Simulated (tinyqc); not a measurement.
Worked calculation: UHF in the sto-6g basis, for NH3+, spin multiplicity 2. One step of it, computed by the program tinyqc.

Question. Orthogonalisation. S = U s U^T; symmetric (Loewdin) form X = U s^(-1/2) U^T, so that X^T S X = 1.

overlap S:
```
,1N 1s,1N 2s,1N 2px,1N 2py,1N 2pz,2H 1s,3H 1s,4H 1s
1N 1s,1.000000,0.229416,0.000000,0.000000,0.000000,0.032314,0.032282,0.032282
1N 2s,0.229416,1.000000,0.000000,0.000000,0.000000,0.342979,0.342767,0.342767
1N 2px,0.000000,0.000000,1.000000,0.000000,0.000000,0.331808,-0.165899,-0.165899
1N 2py,0.000000,0.000000,0.000000,1.000000,0.000000,0.000000,0.287173,-0.287173
1N 2pz,0.000000,0.000000,0.000000,0.000000,1.000000,-0.059373,-0.059325,-0.059325
2H 1s,0.032314,0.342979,0.331808,0.000000,-0.059373,1.000000,0.088321,0.088321
3H 1s,0.032282,0.342767,-0.165899,0.287173,-0.059325,0.088321,1.000000,0.088339
4H 1s,0.032282,0.342767,-0.165899,-0.287173,-0.059325,0.088321,0.088339,1.000000
```

Give: eigenvalues of S; X.

Answer.

eigenvalues of S: 0.4447  0.5471  0.5473  0.9552  1.0299  1.3643  1.3646  1.7469

X:
```
,1N 1s,1N 2s,1N 2px,1N 2py,1N 2pz,2H 1s,3H 1s,4H 1s
1N 1s,1.0225,-0.1349,0.0000,0.0000,0.0027,0.0165,0.0165,0.0165
1N 2s,-0.1349,1.1786,0.0000,0.0000,-0.0268,-0.1949,-0.1947,-0.1947
1N 2px,0.0000,0.0000,1.0772,0.0000,0.0000,-0.2013,0.1006,0.1006
1N 2py,0.0000,0.0000,0.0000,1.0771,0.0000,0.0000,-0.1742,0.1742
1N 2pz,0.0027,-0.0268,0.0000,0.0000,1.0045,0.0331,0.0331,0.0331
2H 1s,0.0165,-0.1949,-0.2013,0.0000,0.0331,1.1070,-0.0239,-0.0239
3H 1s,0.0165,-0.1947,0.1006,-0.1742,0.0331,-0.0239,1.1068,-0.0239
4H 1s,0.0165,-0.1947,0.1006,0.1742,0.0331,-0.0239,-0.0239,1.1068
```
